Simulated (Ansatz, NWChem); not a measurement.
**How basis sets differ on C2N2 (bisisocyanide)**

The species is C2N2 (4 atoms), meant as a singlet with charge 0. SMILES: `[C-]#[N+][N+]#[C-]`. Geometry: relaxed at PBE0-D4/def2-TZVP.

Each level gives the atomisation enthalpy at 298 K (kJ/mol). The values are calculated. The thermal term (zero-point and 298 K enthalpy, harmonic and unscaled) is that of PBE0-D4/def2-TZVP; the spin-orbit lowering of the free atoms at 298 K, 0.0 kJ/mol by their spectra, is taken off.

**What was measured.** Active Thermochemical Tables gives the atomisation enthalpy at 298 K of the gas as 1766 kJ/mol.

```json
{"level": "HF/STO-3G", "kind": "Hartree–Fock", "program": "Ansatz", "value (kJ/mol)": "672", "computed − measured": "-1094", "CPU time (all runs)": "0.12 s"}
{"level": "HF/3-21G", "kind": "Hartree–Fock", "program": "NWChem", "value (kJ/mol)": "691", "computed − measured": "-1075", "CPU time (all runs)": "3.2 s"}
{"level": "HF/aug-pcseg-0", "kind": "Hartree–Fock", "program": "Ansatz", "value (kJ/mol)": "699", "computed − measured": "-1067", "CPU time (all runs)": "0.31 s"}
{"level": "HF/aug-pcseg-1", "kind": "Hartree–Fock", "program": "Ansatz", "value (kJ/mol)": "923", "computed − measured": "-843", "CPU time (all runs)": "0.47 s"}
{"level": "HF/cc-pVTZ", "kind": "Hartree–Fock", "program": "Ansatz", "value (kJ/mol)": "927", "computed − measured": "-839", "CPU time (all runs)": "2.5 s"}
{"level": "HF/aug-pcseg-2", "kind": "Hartree–Fock", "program": "Ansatz", "value (kJ/mol)": "938", "computed − measured": "-828", "CPU time (all runs)": "2.6 s"}
{"level": "HF/aug-pcseg-3", "kind": "Hartree–Fock", "program": "Ansatz", "value (kJ/mol)": "939", "computed − measured": "-827", "CPU time (all runs)": "5.9 s"}
```

Nearest: HF/aug-pcseg-3 (-827 kJ/mol); farthest: HF/STO-3G (-1094 kJ/mol). CPU times are rough (shared hosts, several kinds of processor and program).
